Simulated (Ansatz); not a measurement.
# SiH3+ (singlet): wave-function methods side by side at distance Si1–H3 = 1.839 Å, cc-pVDZ

How much of the correlation energy of SiH3+ (singlet) does each wave-function method recover here?

The runs use Ansatz 0.2.0, Gaussian basis; cc-pVDZ, core rule «outside noble gas», up to 5 orbitals frozen.

To be run: UHF; CCSD(T) on RHF; BCCD(T) on RHF; CISD; CCSDT(Q) on RHF; CCSDTQ on RHF; CASSCF and MRCISD+Q, 2 electrons in 2 orbitals; CASSCF and NEVPT2, 2 electrons in 2 orbitals; CASSCF and MRCISD+Q, 6 electrons in 7 orbitals; CASSCF and NEVPT2, 6 electrons in 7 orbitals; Full CI.

26 further runs of the same task are left out: 6 for a known fault of the program, 1 for a mislabelled method, 15 that didn't finish, 4 set aside as unsound or not needed.

**1. What is computed**

The geometry derives from a PBE0/def2-TZVP stationary point (not a proven minimum). One bond is set to the value named and the two fragments are kept rigid.

4 atoms, charge 1, spin multiplicity 1.

Atoms are counted from 1 here; the program's logs count them from 0.

Bond lengths: Si1–H2 1.472 Å, Si1–H4 1.472 Å. Angles: H2–Si1–H4 120.0°.

**2. UHF**

Input file in.yaml:

```yaml
crystal:
  periodic: [false, false, false]
  atoms:
    - {symbol: Si, position_ang: [0.006044, -0.010239, 0.000023]}
    - {symbol: H, position_ang: [1.477987, 0.003989, -0.000073]}
    - {symbol: H, position_ang: [-0.928807, 1.573415, -0.003606]}
    - {symbol: H, position_ang: [-0.717605, -1.292090, 0.003024]}
basis:
  gaussian: {orbitals: cc-pVDZ}
total_charge: 1
magnetization: {spin_polarized: true, initial_magnetization: 0}
hamiltonian: {xc: hf}
output: {orbitals: {seedname: orbitals}}
```

Command:

```console
$ ansatz run in.yaml --threads 1 --pin off --events-out ev --progress --plain --max-ram 2393MiB
```

After this run come: CCSD(T) on RHF; BCCD(T) on RHF; CISD; CCSDT(Q) on RHF; CCSDTQ on RHF; CASSCF and MRCISD+Q, 2 electrons in 2 orbitals; CASSCF and NEVPT2, 2 electrons in 2 orbitals; CASSCF and MRCISD+Q, 6 electrons in 7 orbitals; CASSCF and NEVPT2, 6 electrons in 7 orbitals; Full CI.

**Question.** What will the summary of the whole plan be? Wanted: FCI below the RHF energy; RMP2 from FCI; RCCSD from FCI; RCCSD(T) from FCI; RCCSDT(Q) from FCI; NEVPT2 pair from FCI; MRCISD+Q pair from FCI; NEVPT2 valence from FCI; T1 diagnostic.

The runs gave:

```
                         quantity                                                                           value
         FCI below the RHF energy                                                                      -3.1507 eV
                    RMP2 from FCI                                                                 +18.60 kcal/mol
                   RCCSD from FCI                                                                  +1.67 kcal/mol
                RCCSD(T) from FCI                                                                  +0.44 kcal/mol
               RCCSDT(Q) from FCI                                                                  +0.01 kcal/mol
             NEVPT2 pair from FCI                                                                 +15.76 kcal/mol
           MRCISD+Q pair from FCI                                                                  -0.35 kcal/mol
          NEVPT2 valence from FCI                                                                 +12.42 kcal/mol
levels within 1 kcal/mol (43 meV)  RCCSD(T), BCCD(T), RCCSDT, RCCSDT(Q), RCCSDTQ, MRCISD+Q pair, MRCISD+Q valence
                    T1 diagnostic                                                                           0.011
   effectively unpaired electrons                                                                            0.05
```

What this shows: RCCSD(T) lands +0.44 kcal/mol from the yardstick (0.6 % of the correlation energy). MRCISD+Q pair falls below full CI: the +Q correction isn't variational, and the cores differ from full CI's. One determinant dominates. Of the multireference levels listed MRCISD+Q valence comes nearest in total energy (+0.26 kcal/mol), which doesn't show that its space is the better one. These misses are within one basis, not against nature.
